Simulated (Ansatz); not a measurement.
The input, for Ansatz 0.2.0:

```yaml
crystal:
  periodic: [false, false, false]
  atoms:
    - {symbol: Al, position_ang: [0.000000, 0.000000, 0.000000]}
    - {symbol: H, position_ang: [0.000000, 0.000000, 1.706067]}
basis:
  gaussian: {orbitals: def2-TZVP, point_charges: [{charge: 0.50, position_ang: [4.214, -0.025, -0.049]}]}
correlation: {active_space: {window: {electrons: 2, orbitals: 10}, states: [{multiplicity: 1, weights: [1, 1, 1, 0.5]}, {multiplicity: 3, weights: [1]}], root: 3}}
```

```sh
$ ansatz run in.yaml --threads 1 --pin off --events-out ev --progress --plain --max-ram 2393MiB
```

Roughly how long does this take on 1 thread of Intel Xeon, shared host, and how much host memory?

4.8 s wall and 0.09 GiB.

```
489 factors; integrals over basis functions are off by at most 2.0e-7 eV
mean field evaluation 1: about -6597.2254 eV, gradient 6.9e0 eV
mean field evaluation 2: about -6597.2266 eV, gradient 6.8e0 eV
mean field evaluation 4: about -6597.5530 eV, gradient 4.9e-1 eV
mean field evaluation 8: about -6597.5538 eV, gradient 2.0e-3 eV
mean field -6597.55381672 eV, -242.4556307820 hartree, gradient 2.1e-6 eV, S^2 0.000000; 0 other end points of the search recorded, 0 dependent functions left out
reference -6597.55381672 eV, -242.4556307820 hartree; 7, 7 occupied and 36, 36 virtual orbitals, 489 factors
state -6598.35891175 eV, -242.4852174784 hartree
state -6595.01921362 eV, -242.3624858358 hartree
state -6594.72897782 eV, -242.3518198672 hartree
state -6592.49153008 eV, -242.2695951793 hartree
state -6596.55892510 eV, -242.4190691890 hartree
Total energy: -6592.49153008 eV, -242.2695951793 hartree
```
